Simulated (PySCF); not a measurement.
NO, SMILES [N]=O (connectivity only; charge and spin as stated), charge +1, multiplicity 1. Geometry: PBE-D3(BJ)/def2-TZVPD.

TDA-M06-2X/def2-TZVPD in PySCF puts the lowest singlet excitations at 9.38, 9.75, 9.75, 10.99, 10.99, 16.42 eV.

Task: What are the lowest excitation roots from PySCF 2.14.0 with ADC(3)/aug-cc-pVDZ? (Estimate from the structure and the level; the computed values follow.)

Result: 9.72, 9.72, 10.42, 10.74, 10.74, 14.64 eV. S1 differs by 0.33 eV (second minus first; roots are paired by order, and the bases may differ).
